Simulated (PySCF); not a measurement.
# Atomic charges by several schemes

Species: pyridazine, C4H4N2.
SMILES with atom numbers: `[cH:1]1[cH:2][cH:3][n:4][n:5][cH:6]1` (hydrogens: H7 on C1; H8 on C2; H9 on C3; H10 on C6)

Cartesian coordinates in Å at the GFN2-xTB level; atoms count from 1:
```xyz
10
C4H4N2 angstrom
C      0.6730    0.8236    0.0608
C     -0.7073    0.7940    0.0449
C     -1.3065   -0.4616   -0.0486
N     -0.6132   -1.5810   -0.1197
N      0.6849   -1.5532   -0.1022
C      1.3276   -0.4052   -0.0151
H      1.2254    1.7489    0.1291
H     -1.3003    1.6946    0.1022
H     -2.3809   -0.5792   -0.0679
H      2.4062   -0.4763   -0.0059
```

Density: PBE0/pcSseg-1 (PySCF); schemes: Mulliken, IAO, Hirshfeld and ESP-fitted. Isolated species at its GFN2-xTB geometry, gas phase.

Question: For which atoms does the sign change between the 4 schemes (beyond +0.03 e in one, beyond −0.03 e in another)?

Answer: C3 and C6.

Question: At which atom do the 4 schemes differ most?

Answer: At C3: from -0.033 (IAO) to +0.470 e (ESP-fitted), 0.503 e apart.

Question: What partial charge does each atom carry?

Answer: In e:

```tsv
atom	environment	Mulliken	IAO	Hirshfeld	ESP-fitted
C1	aromatic CH carbon	-0.115	-0.151	-0.031	-0.229
C2	aromatic CH carbon	-0.114	-0.151	-0.031	-0.258
C3	aromatic CH next to a ring nitrogen	+0.120	-0.033	+0.015	+0.470
N4	pyridine-type nitrogen	-0.226	-0.151	-0.107	-0.349
N5	pyridine-type nitrogen	-0.226	-0.151	-0.107	-0.344
C6	aromatic CH next to a ring nitrogen	+0.120	-0.033	+0.015	+0.444
H7	aromatic hydrogen	+0.109	+0.167	+0.064	+0.151
H8	aromatic hydrogen	+0.109	+0.167	+0.064	+0.156
H9	aromatic hydrogen	+0.112	+0.168	+0.060	-0.025
H10	aromatic hydrogen	+0.112	+0.168	+0.060	-0.017
```

Mean size of the charges over all atoms: ESP-fitted 0.244 e, Mulliken 0.136 e, IAO 0.134 e, Hirshfeld 0.055 e. Each set sums to the total charge, 0, to within 0.001 e. The Hirshfeld scheme divides the density at each point in proportion to the densities of the neutral, spherically averaged free atoms. The IAO scheme projects the occupied orbitals on a minimal set of polarised atomic orbitals and counts the electrons in each atom's part of it.

Question: How closely do the schemes follow one another over all atoms?

Answer: Correlation coefficient and root-mean-square difference: Mulliken with Hirshfeld 0.94, 0.086 e; IAO with Hirshfeld 0.90, 0.090 e; Mulliken with ESP-fitted 0.85, 0.182 e; Mulliken with IAO 0.82, 0.086 e; Hirshfeld with ESP-fitted 0.65, 0.250 e; IAO with ESP-fitted 0.47, 0.254 e.

Question: Sum the charges by element.

Answer: 
```tsv
element	atoms	Mulliken	IAO	Hirshfeld	ESP-fitted
C	4	+0.010	-0.367	-0.034	+0.427
N	2	-0.453	-0.302	-0.214	-0.693
H	4	+0.442	+0.669	+0.247	+0.266
```

Question: How many electrons does the Mulliken scheme count on C6?

Answer: Z − q = 6 − (+0.120) = 5.880.

These values come from a run that also computed NMR shieldings. Rough CPU time on one thread of a shared machine: about 6 s.
